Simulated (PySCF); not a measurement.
Species: C5H12N (charge +1).
Cartesian coordinates in Å at the PBE0-D3(BJ)/def2-SVP level; atoms count from 1:
```
atom  x, y, z in Å
C1     2.0002    0.2530    0.9789
C2     1.2704    0.0574   -0.1086
N3    -0.2027   -0.0312   -0.1490
C4    -0.5707   -1.3742   -0.7015
C5    -0.8345    0.1372    1.1890
C6    -0.7054    1.0406   -1.0673
H7     1.5964    0.3735    1.9853
H8     3.0859    0.2991    0.8706
H9     1.7066   -0.0612   -1.1036
H10   -1.6619   -1.4294   -0.8020
H11   -0.0991   -1.4983   -1.6838
H12   -0.2091   -2.1484   -0.0145
H13   -0.4840   -0.6564    1.8588
H14   -1.9215    0.0635    1.0671
H15   -0.5742    1.1228    1.5916
H16   -0.2646    0.8957   -2.0610
H17   -0.4070    2.0160   -0.6653
H18   -1.7985    0.9698   -1.1303
```

The calculation used TDDFT CAM-B3LYP/def2-SVPD, vertical, gas phase, core orbitals frozen in the response (PySCF 2.14.0, density-fitted response routines).

Kohn–Sham orbitals with the atoms that hold most of them (Löwdin shares over 4%, at most four atoms; ? is withheld):

```tsv
orbital	ε (eV)	atoms
LUMO+2	-2.00	H7 13%, C5 13%, H13 11%, H15 11%
LUMO+1	-2.88	C4 13%, C6 13%, C5 10%, C2 7%
LUMO	-3.63	C1 38%, C2 32%, H7 6%, H8 5%
HOMO	?	?
HOMO-1	-16.90	?
HOMO-2	-17.43	C6 23%, C4 23%, H17 11%, H12 11%
HOMO-3	-17.45	C5 24%, N3 14%, C6 11%, C4 10%
```

(1) Give the leading atoms of the HOMO.

(2) Give the leading atoms of the HOMO-1.

(3) What is the HOMO energy, and the HOMO–LUMO gap?

Results:

(1) C2 (bonded to C, N and H) 41%; C1 (bonded to C and 2 H) 38%; N3 (bonded to 4 C) 4%. By element: carbon 79% or more, nitrogen 4%.

(2) C1 (bonded to C and 2 H) 28%; C2 (bonded to C, N and H) 15%; H8 (bonded to C) 12%; N3 (bonded to 4 C) 12%. By element: carbon 43% or more, hydrogen 12% or more, nitrogen 12%.

(3) ε(HOMO) = -14.33 eV; the gap is 10.71 eV (0.3934 hartree).

Task: How does S1 compare with the orbital gap of 10.71 eV?

Result: S1 is at 7.95 eV (f = 0.403), 2.76 eV below the gap, made of HOMO→LUMO (96%). 

Task: Give energy, strength and leading configuration of S1, S2 and S3, and follow the Löwdin shares of the leading atoms from the occupied to the empty orbital.

Result: 
- S1 (7.95 eV, f 0.403), HOMO→LUMO (96%): C2 41% → 32%, C1 38% → 38%
- S2 (8.39 eV, f 0.027), HOMO→LUMO+1 (74%): C2 41% → 7%, C1 38% → at most 7%, C4 at most 4% → 13%, C6 at most 4% → 13%
- S3 (8.80 eV, f 0.0005), HOMO-1→LUMO (88%): C1 28% → 38%, C2 15% → 32%

Löwdin shares depend on the basis, the more so with diffuse functions.
